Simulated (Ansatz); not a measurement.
**How methods differ on AlH3 (SMILES [H][Al]([H])[H])**

The species is AlH3 (4 atoms), meant as a singlet with charge 0. As SMILES, `[H][Al]([H])[H]`. Geometry: a GFN2-xTB relaxation, a rough one for these elements and not checked as a minimum.

```xyz
4

Al    0.0000    0.0000    0.0000
H     1.5527   -0.0305    0.0146
H    -0.7498    1.3598   -0.0191
H    -0.8028   -1.3293    0.0045
```

Quantity: the vertical electron affinity (to the doublet anion), in eV. The values are calculated.

The electron affinity is E(neutral) − E(anion): positive where the electron is bound.

| level | kind | program | value (eV) | CPU time (all runs) |
| --- | --- | --- | --- | --- |
| HF/6-31G* (spherical functions) | Hartree–Fock | Ansatz | -0.68 | 0.27 s |
| SVWN5/6-31G* (spherical functions) | LDA | Ansatz | 0.12 | 1.2 s |
| revPBE/6-31G* (spherical functions) | GGA | Ansatz | 0.03 | 1.9 s |
| B3LYP/6-31G* (spherical functions) | global hybrid | Ansatz | ? | 2.3 s |
| BHLYP/6-31G* (spherical functions) | global hybrid | Ansatz | ? | 2.3 s |
| r2SCAN0/6-31G* (spherical functions) | hybrid meta-GGA | Ansatz | 0.10 | 4.8 s |
| wB97X/6-31G* (spherical functions) | range-separated hybrid | Ansatz | -0.26 | 10 s |
| CCSD/6-31G* (spherical functions) | coupled cluster or CI | Ansatz | -0.42 | 0.42 s |
| FCI/3-21G | exact in the basis | Ansatz | -0.48 | 1.9 s |

Task: Estimate what the levels marked ? give.

Result: As computed at these levels: B3LYP/6-31G* (spherical functions): -0.06 eV; BHLYP/6-31G* (spherical functions): -0.25 eV. The values span -0.68 to 0.12 eV. High-level rows in very small sets aren't better than simpler rows in larger ones. Negative values mean that the anion is unbound at that level; they are set by how diffuse the basis is and aren't properties of the molecule. CPU times are rough (shared hosts, several kinds of processor): they show what a rung costs within a factor of a few.
